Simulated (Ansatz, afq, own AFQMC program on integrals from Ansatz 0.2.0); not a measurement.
AFQMC on a folder of integrals that Ansatz 0.2.0 wrote.

```yaml
crystal:
  periodic: [false, false, false]
  atoms:
    - {symbol: Si, position_ang: [0.000000, 0.000000, 0.595671]}
    - {symbol: C, position_ang: [0.000000, 0.000000, -1.106259]}
    - {symbol: H, position_ang: [0.000000, -0.909276, -1.707827]}
    - {symbol: H, position_ang: [0.000000, 0.909276, -1.707827]}
basis:
  gaussian: {orbitals: cc-pVDZ}
magnetization: {spin_polarized: false}
correlation: {method: ccsd_t, electrons: outside_noble_gas, hamiltonian_folder: ham}
```

```sh
$ ansatz run in.yaml --threads 1 --pin off --events-out ev --progress --plain --max-ram 1382MiB
```

Options of the walk:

```
--method free --trial cisd --walkers 70 --time-step 0.03 --max-blocks 80 --target-error 0.00038 --factor-cut 1e-05 --seed 6697 --times 0,0.21,0.42,0.81,1.2,1.8,2.4,3 --taylor-order 8
```

Times are imaginary, in 1/Eh. The walk had a cap of 536 s.

afq prints:

```
orbitals 36  electrons 5 5  factors 279 of 404
reference energy -327.87615448 Eh
CCSD correlation -0.24495678 Eh in 10 cycles, weight of the determinant in the CISD state 0.8613
repeat  energy at the last time / Eh  error
    10  -328.133971  0.001855
    20  -328.131866  0.001454
    30  -328.132999  0.001135
    40  -328.132623  0.000954
    50  -328.132400  0.000843
    60  -328.132125  0.000754
    70  -328.131935  0.000654
    80  -328.131747  0.000601
time / (1/Eh)  energy / Eh  error  mean overlap
  0.00  -328.121537  0.000575  1.1614
  0.21  -328.126326  0.000534  1.1578
  0.42  -328.128535  0.000411  1.1620
  0.81  -328.130446  0.000346  1.1526
  1.20  -328.130887  0.000383  1.1619
  1.80  -328.131920  0.000483  1.1606
  2.40  -328.131621  0.000473  1.1667
  3.00  -328.131747  0.000601  1.1768
energy -328.131747 +/- 0.000601 Eh
```

The run passed its tests (error under three times the target), which doesn't prove that it has relaxed.

Against this walk (error 16.4 meV) on the same determinant: CCSD(T) 29.3 meV higher (within the noise), CCSDT(Q) 18.2 meV lower (within the noise). The error is statistical, and a free projection of finite length keeps a remainder of its start.

Cautions: remainder of the start not in the error; error above the target (16.4 against 10.3 meV); restricted determinant unstable towards unrestricted (UHF 43 meV lower, ⟨S²⟩ 0.25).

The walk took 3.2 min on 1 thread of AMD EPYC 7R43 64-Core Processor (Zen 3) (shared host). The log's last line is the free-projection energy.

CCSDT and higher add their correlation energy to the determinant of the CCSD(T) run, since their own runs factorise the integrals more tightly (a shift of under 2 meV). A walk keeps the symmetry of its determinant, which the program's search chose and which needn't be the lowest solution, so a lower state of the same spin and another symmetry isn't excluded.
